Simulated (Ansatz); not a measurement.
**BH$_{2}$⁻, triplet along the angle H2-B1-H3**

Starting geometry (PBE0/def2-TZVPD stationary point for this spin, not checked as a minimum):

```yaml
atoms:
  - { symbol: B, position_ang: [0.0000, -0.0819, 0.0000] }
  - { symbol: H, position_ang: [0.0000, 0.4392, -1.0911] }
  - { symbol: H, position_ang: [0.0000, 0.4392, 1.0911] }
```

From there the angle named below is changed in its plane at fixed bond lengths, both arms turning rigidly about the middle atom; atoms are numbered as listed. Energies are in kcal/mol, counted from the starting geometry at the same level.

Basis 6-31++G** (Cartesian d functions); Ansatz 0.2.0. Only valence electrons are correlated (noble-gas cores frozen). R marks a restricted (for open shells ROHF) determinant. Active spaces: valence = (6e, 6o) chosen from the atoms' valence shells.

Runs in a small pair space aren't shown, since their orbitals change along the scan.

Full CI is exact within this basis and frozen core; it isn't the basis-set limit.

```json
{"angle H2-B1-H3 (°)": "69.0", "full CI": "39.4", "unpaired electrons (full CI)": "2.03", "error RHF": "2.0", "error RCCSD(T)": "0.1", "error RCCSDT": "0.0", "error RCCSDT(Q)": "0.0", "error NEVPT2 (valence space)": "-0.6", "error MRCISD+Q (valence space)": "-0.1"}
{"angle H2-B1-H3 (°)": "87.7", "full CI": "17.3", "unpaired electrons (full CI)": "2.02", "error RHF": "-0.1", "error RCCSD(T)": "0.0", "error RCCSDT": "0.0", "error RCCSDT(Q)": "0.0", "error NEVPT2 (valence space)": "-0.5", "error MRCISD+Q (valence space)": "-0.1"}
{"angle H2-B1-H3 (°)": "105.2", "full CI": "5.2", "unpaired electrons (full CI)": "2.02", "error RHF": "-0.7", "error RCCSD(T)": "0.0", "error RCCSDT": "0.0", "error RCCSDT(Q)": "0.0", "error NEVPT2 (valence space)": "-0.3", "error MRCISD+Q (valence space)": "-0.1"}
{"angle H2-B1-H3 (°)": "121.3", "full CI": "0.5", "unpaired electrons (full CI)": "2.02", "error RHF": "-0.4", "error RCCSD(T)": "0.0", "error RCCSDT": "0.0", "error RCCSDT(Q)": "0.0", "error NEVPT2 (valence space)": "-0.1", "error MRCISD+Q (valence space)": "0.0"}
{"angle H2-B1-H3 (°)": "128.9", "full CI": "0.0", "unpaired electrons (full CI)": "2.02", "error RHF": "0.0", "error RCCSD(T)": "0.0", "error RCCSDT": "0.0", "error RCCSDT(Q)": "0.0", "error NEVPT2 (valence space)": "0.0", "error MRCISD+Q (valence space)": "0.0"}
{"angle H2-B1-H3 (°)": "139.0", "full CI": "0.7", "unpaired electrons (full CI)": "2.02", "error RHF": "0.8", "error RCCSD(T)": "0.0", "error RCCSDT": "0.0", "error RCCSDT(Q)": "0.0", "error NEVPT2 (valence space)": "0.1", "error MRCISD+Q (valence space)": "0.0"}
{"angle H2-B1-H3 (°)": "159.4", "full CI": "5.0", "unpaired electrons (full CI)": "2.02", "error RHF": "2.9", "error RCCSD(T)": "0.0", "error RCCSDT": "0.0", "error RCCSDT(Q)": "0.0", "error NEVPT2 (valence space)": "0.1", "error MRCISD+Q (valence space)": "0.0"}
{"angle H2-B1-H3 (°)": "180.0", "full CI": "8.0", "unpaired electrons (full CI)": "2.03", "error RHF": "4.4", "error RCCSD(T)": "0.0", "error RCCSDT": "0.0", "error RCCSDT(Q)": "0.0", "error NEVPT2 (valence space)": "-0.1", "error MRCISD+Q (valence space)": "0.0"}
```

Unpaired electrons are Σ n²(2−n)² over natural occupations. Errors are those of relative energies. In total energy the starting point itself misses full CI by: RHF 65.1, RCCSD(T) 0.4, RCCSDT 0.0, RCCSDT(Q) 0.0, NEVPT2 (valence space) 13.4, MRCISD+Q (valence space) 0.3 kcal/mol.

Spread of the error over the points with a reference, to 180.0 ° (largest less smallest): RCCSDT(Q) 0.0, RCCSDT 0.0, RCCSD(T) 0.1, MRCISD+Q (valence space) 0.1, NEVPT2 (valence space) 0.7, RHF 5.1 kcal/mol.
